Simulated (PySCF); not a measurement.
Simulated outer-valence photoelectron spectrum of `o1ccnc1F`. Computed with EOM-IP-CCSD/aug-cc-pVDZ in PySCF, restricted Hartree–Fock reference, frozen core, non-relativistic, gas phase, PBE0-D3(BJ)/def2-SVP geometry.

Each root has a Gaussian of 0.3 eV full width with its one-hole share as area; cross sections and vibrations are left out, and the highest printed point is 100.

```json
{"ionisation energy (eV)": "9.4", "intensity": "1"}
{"ionisation energy (eV)": "9.6", "intensity": "35"}
{"ionisation energy (eV)": "9.8", "intensity": "100"}
{"ionisation energy (eV)": "10.0", "intensity": "24"}
{"ionisation energy (eV)": "10.2", "intensity": "0"}
{"ionisation energy (eV)": "10.4", "intensity": "0"}
{"ionisation energy (eV)": "10.6", "intensity": "0"}
{"ionisation energy (eV)": "10.8", "intensity": "0"}
{"ionisation energy (eV)": "11.0", "intensity": "1"}
{"ionisation energy (eV)": "11.2", "intensity": "25"}
{"ionisation energy (eV)": "11.4", "intensity": "98"}
{"ionisation energy (eV)": "11.6", "intensity": "33"}
{"ionisation energy (eV)": "11.8", "intensity": "12"}
{"ionisation energy (eV)": "12.0", "intensity": "86"}
{"ionisation energy (eV)": "12.2", "intensity": "57"}
{"ionisation energy (eV)": "12.4", "intensity": "3"}
{"ionisation energy (eV)": "12.6", "intensity": "0"}
{"ionisation energy (eV)": "12.8", "intensity": "0"}
{"ionisation energy (eV)": "13.0", "intensity": "0"}
{"ionisation energy (eV)": "13.2", "intensity": "0"}
{"ionisation energy (eV)": "13.4", "intensity": "0"}
{"ionisation energy (eV)": "13.6", "intensity": "0"}
{"ionisation energy (eV)": "13.8", "intensity": "0"}
{"ionisation energy (eV)": "14.0", "intensity": "0"}
{"ionisation energy (eV)": "14.2", "intensity": "2"}
{"ionisation energy (eV)": "14.4", "intensity": "45"}
{"ionisation energy (eV)": "14.6", "intensity": "95"}
{"ionisation energy (eV)": "14.8", "intensity": "37"}
{"ionisation energy (eV)": "15.0", "intensity": "97"}
{"ionisation energy (eV)": "15.2", "intensity": "41"}
{"ionisation energy (eV)": "15.4", "intensity": "5"}
{"ionisation energy (eV)": "15.6", "intensity": "57"}
{"ionisation energy (eV)": "15.8", "intensity": "83"}
{"ionisation energy (eV)": "16.0", "intensity": "10"}
{"ionisation energy (eV)": "16.2", "intensity": "0"}
{"ionisation energy (eV)": "16.4", "intensity": "0"}
{"ionisation energy (eV)": "16.6", "intensity": "3"}
{"ionisation energy (eV)": "16.8", "intensity": "57"}
{"ionisation energy (eV)": "17.0", "intensity": "88"}
{"ionisation energy (eV)": "17.2", "intensity": "55"}
{"ionisation energy (eV)": "17.4", "intensity": "95"}
{"ionisation energy (eV)": "17.6", "intensity": "17"}
{"ionisation energy (eV)": "17.8", "intensity": "0"}
```

Where are the maxima, and how many lines lie under the curve?

8 maxima, at 9.8, 11.4, 12.1, 14.6, 15.0, 15.7, 16.9 and 17.4 eV, from 8 lines.

List the lines with their holes.

| E (eV) | leading hole (HF orbital) | area | Koopmans (eV) |
| --- | --- | --- | --- |
| 9.78 | HOMO | 0.96 | 9.73 |
| 11.41 | HOMO-2 | 0.94 | 13.27 |
| 12.07 | HOMO-1 | 0.94 | 13.05 |
| 14.56 | HOMO-3 | 0.95 | 16.37 |
| 15.03 | HOMO-4 | 0.95 | 16.73 |
| 15.73 | HOMO-5 | 0.92 | 18.08 |
| 16.93 | HOMO-6 | 0.94 | 18.82 |
| 17.36 | HOMO-7 | 0.94 | 19.72 |

The widest gap, 2.49 eV, lies between 12.07 and 14.56 eV. Only orbitals with −ε under 21 eV, eight at most, were ionised, so the high end of the curve may lack lines.

Time: 9.7 min of wall time; peak memory 2.9 GiB. Hardware: an Arm Neoverse N1 with one thread, no GPU, shared host with 64 logical CPUs at a one-minute load of 19.
